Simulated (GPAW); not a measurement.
**SVWN5/plane waves (scalar-relativistic datasets, plane-wave cutoff 520 eV) run of BSiH3O (SMILES B1O[SiH2]1)**

Aim: a structure relaxation of BSiH3O. Input form: an ASE script.

The results are computed with GPAW 26.7.0.

6 further runs of the same task are left out: 1 that didn't finish, 5 set aside as unsound or not needed. Runs told in other sessions of the task aren't counted.

## 1. Starting point

The species is BSiH3O (6 atoms), meant as a singlet with charge 0. SMILES: `B1O[SiH2]1`. All atoms were displaced at random from a relaxed shape. The run starts from this shape.

Bond lengths: B1–O2 1.340 Å, B1–Si3 1.921 Å, O2–Si3 1.796 Å, B1–H4 1.116 Å, Si3–H5 1.454 Å, Si3–H6 1.455 Å. Angles: B1–O2–Si3 73.9°, O2–B1–Si3 64.0°, B1–Si3–O2 42.1°, O2–B1–H4 134.4°, Si3–B1–H4 161.2°, B1–Si3–H5 123.1°, B1–Si3–H6 119.9°, O2–Si3–H5 107.6°, O2–Si3–H6 102.3°, H5–Si3–H6 112.3°.

## 2. A geometry optimisation at SVWN5/plane waves (scalar-relativistic datasets, plane-wave cutoff 520 eV)

bh3osi.sdf reads:

```

     RDKit          3D

  6  6  0  0  0  0  0  0  0  0999 V2000
   -0.9387   -0.5174   -0.3788 B   0  0  0  0  0  0  0  0  0  0  0  0
    0.2021   -1.0612    0.0654 O   0  0  0  0  0  0  0  0  0  0  0  0
    0.4263    0.7182    0.1690 Si  0  0  0  0  0  4  0  0  0  0  0  0
   -1.8781   -0.9260   -0.8212 H   0  0  0  0  0  0  0  0  0  0  0  0
    1.5631    1.0676   -0.6674 H   0  0  0  0  0  0  0  0  0  0  0  0
    0.7019    0.9151    1.5838 H   0  0  0  0  0  0  0  0  0  0  0  0
  2  1  1  0
  3  2  1  0
  3  1  1  0
  4  1  1  0
  5  3  1  0
  6  3  1  0
M  END
$$$$
```

bh3osi.py reads:

```python
from ase.io import read, write
from ase.optimize import FIRE
from gpaw import GPAW, PW, setup_paths
from gpaw.atom.configurations import parameters
from gpaw.atom.generator import Generator

molecule = read("bh3osi.sdf")
molecule.center(vacuum=4.5)

for symbol in ["B", "H", "O", "Si"]:
    Generator(symbol, xcname="LDA_X+LDA_C_VWN", scalarrel=True, nofiles=True, txt=None).run(**parameters[symbol])
setup_paths.insert(0, ".")

calc = GPAW(mode=PW(520), symmetry="off", maxiter=100, xc="LDA_X+LDA_C_VWN", txt="-")
molecule.calc = calc

opt = FIRE(molecule, trajectory="bh3osi.traj")
converged = opt.run(fmax=0.05, steps=100)
print("Converged:", converged)
print(f"Final energy            {molecule.get_potential_energy():.5f} eV")
print(f"r(H4-Si2): {molecule.get_distance(4, 2):.4f} Ang")
print(f"r(O1-B0): {molecule.get_distance(1, 0):.4f} Ang")
write("relaxed.xyz", molecule)
```

Command:

```bash
python3 -u bh3osi.py | tee bh3osi.out
```

The log of the run:

```text
[...]
  mode=PW(ecut=520.0),
[...]
Number of symmetries: 1
[...]
  Number of IBZ points: 1
[...]
Cutoff: 520.0 eV
Spin-components: 1 (collinear spins)
Bands:           14
[...]
  Valence electrons: 16.0
[...]
  Grid points: [70 60 60]
  Charge: 0.0  # |e|
[...]
    cutoffs:
[...]
occupation numbers:
  # Zero width
[...]
xc functional:
  name: None
[...]
|iter     |     time |      energy | eigst |  dens |
[...]
|iter:   1| 00:00:02 |  -32.752112 | +0.44 |       |
[...]
Converged in 10 steps
[...]
dipole moment: (-0.054679, 0.234676, -0.028429)  # |e|*Ang
Fermi level: -3.990
[...]
Converged in 8 steps
[...]
Converged in 2 steps
[...]
Converged in 4 steps
[...]
Converged in 4 steps
[...]
|iter:   4| 00:05:10 |  -29.949818c| -7.81c| -4.33c|
Converged in 4 steps
[...]
Energy contributions relative to reference atoms: (reference = -10585.841650)
Energy contributions:
  Kinetic:          31.904701
  Coulomb:         -33.182841
  Zero:              0.043916
  External:          0.000000
  Xc:              -28.715594
  Entropy:           0.000000
  Spinorbit:         0.000000
  ----------------------------
  Free energy:     -29.949818
  Extrapolated:    -29.949818
dipole moment: (-0.011028, 0.224424, 0.006951)  # |e|*Ang
Fermi level: -3.958
Eigenvalues  # (at kpt = [0.000, 0.000, 0.000])
| band index |      eig [eV] | occ [0-2] |
|------------|---------------|-----------|
|          0 |       -25.537 |     2.000 |
|          1 |       -13.224 |     2.000 |
|          2 |       -11.928 |     2.000 |
|          3 |       -10.457 |     2.000 |
|          4 |       -10.077 |     2.000 |
|          5 |        -9.272 |     2.000 |
|          6 |        -8.015 |     2.000 |
|          7 |        -5.865 |     2.000 |
|          8 |        -2.050 |     0.000 |
|          9 |        -1.689 |     0.000 |
|         10 |        -0.310 |     0.000 |
|         11 |         0.031 |     0.000 |
[...]
Gap: 3.814 eV
Transition (v -> c):
[...]
Forces  # eV/Ang
|        x |        y |        z |
|----------|----------|----------|
| -0.00528 | -0.00209 | -0.00479 |  # B    0
|  0.02435 | -0.01958 | -0.02626 |  # O    1
| -0.00167 | -0.00321 | -0.00220 |  # Si   2
| -0.02095 |  0.00507 |  0.00786 |  # H    3
|  0.00845 |  0.00088 |  0.01577 |  # H    4
| -0.00504 |  0.01196 | -0.00749 |  # H    5
Force computation time: 0.632  # s
FIRE:   39 hh:mm:ss      -29.949818        0.040811
Converged: True
Final energy            -29.94982 eV
r(H4-Si2): 1.4918 Ang
r(O1-B0): 1.3304 Ang
```

Wall time 5.2 min (1 thread of Arm Neoverse V1, shared host); peak memory 0.52 GiB.

The path in brief:

| step | energy from the first frame kept (eV) | largest force (eV/Å) |
| --- | --- | --- |
| 0 | 0.0000 | 2.9197 |
| 2 | -0.0691 | 2.6648 |
| 4 | -0.1154 | 0.9195 |
| 6 | -0.1220 | 0.5738 |
| 8 | -0.1247 | 0.4320 |
| 10 | -0.1280 | 0.3568 |
| 12 | -0.1310 | 0.3224 |
| 14 | -0.1345 | 0.3910 |
| 16 | -0.1396 | 0.2920 |
| 18 | -0.1453 | 0.1663 |
| 20 | -0.1499 | 0.2083 |
| 22 | -0.1531 | 0.1423 |
| 24 | -0.1538 | 0.1769 |
| 26 | -0.1543 | 0.1242 |
| 28 | -0.1547 | 0.0847 |
| 30 | -0.1551 | 0.1339 |
| 32 | -0.1556 | 0.0796 |
| 34 | -0.1558 | 0.0848 |
| 36 | -0.1559 | 0.0818 |
| 38 | -0.1559 | 0.0520 |
| 39 | -0.1559 | 0.0408 |

After the run. Bond lengths: B1–O2 1.330 Å, B1–Si3 1.905 Å, O2–Si3 1.775 Å, B1–H4 1.198 Å, Si3–H5 1.492 Å, Si3–H6 1.492 Å. Angles: B1–O2–Si3 74.1°, O2–B1–Si3 63.7°, B1–Si3–O2 42.2°, O2–B1–H4 131.5°, Si3–B1–H4 164.8°, B1–Si3–H5 123.1°, B1–Si3–H6 123.8°, O2–Si3–H5 109.7°, O2–Si3–H6 109.4°, H5–Si3–H6 111.6°.

## 3. Summary of results

Level: SVWN5/plane waves (scalar-relativistic datasets, plane-wave cutoff 520 eV).

| quantity | value |
| --- | --- |
| energy as printed (from the program's reference atoms) | -29.9498 eV |
| dipole moment | 1.08 D |
| HOMO energy (shifted to the vacuum level, unlike the log) | -6.13 eV |
| LUMO energy (shifted to the vacuum level, unlike the log) | -2.32 eV |
| HOMO–LUMO gap | 3.81 eV |

At the final geometry: Bond lengths: B1–O2 1.330 Å, B1–Si3 1.905 Å, O2–Si3 1.775 Å, B1–H4 1.198 Å, Si3–H5 1.492 Å, Si3–H6 1.492 Å. Angles: B1–O2–Si3 74.1°, O2–B1–Si3 63.7°, B1–Si3–O2 42.2°, O2–B1–H4 131.5°, Si3–B1–H4 164.8°, B1–Si3–H5 123.1°, B1–Si3–H6 123.8°, O2–Si3–H5 109.7°, O2–Si3–H6 109.4°, H5–Si3–H6 111.6°. The optimisation took 39 steps and changed the energy by -0.156 eV.
